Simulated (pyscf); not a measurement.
Structures and frequencies: ωB97X-D3(BJ)/def2-SVP in PySCF.

**Question.** Estimate by transition-state theory the rate constant of H₂B–NH–GeH₃ (SMILES B[NH][GeH3]) + H₂O (SMILES O) → H₂N–GeH₃ (SMILES [NH2][GeH3]) + H₂B–OH (SMILES BO) (singlet surface; B–N, H–O broken, H–N, B–O formed) at 298 K, with ωB97M-D3(BJ)/def2-TZVP energies (ideal gas, 1 atm, RRHO with modes under 100 cm⁻¹ raised to 100, one conformer, R ln 2 for chiral ones without a mode under 150 cm⁻¹; no tunnelling).

**Answer.** The electronic barrier is 11.0 kcal/mol and the thermal terms add +10.8, so ΔG‡ = 21.8 kcal/mol. With k_BT/h = 6.21e+12 s⁻¹ and RT = 0.592 kcal/mol, and a volume of 4.06e-20 cm³ per molecule at 1 atm, k = 2.5e-23 cm³ molecule⁻¹ s⁻¹. Wigner's tunnelling factor for 1291i cm⁻¹ would be 2.62, likely too low at so high a frequency. A shift of 1 kcal/mol in the barrier changes k by a factor 5.4. On the product side the descent ends in an adduct with a B–N contact, 14.1 kcal/mol under the separated species and 24.4 kcal/mol under the saddle at ωB97X-D3(BJ)/def2-TZVP. What is counted as broken (B–N) persists as a longer contact in the product adduct; parting that adduct is a step of its own. The reactants may also form a dative adduct at H₂B–NH–GeH₃; it and routes through it were not searched. This is the saddle that the search found; another between the same sides may lie lower. Elements up to Kr have no core potential and no relativistic terms here.
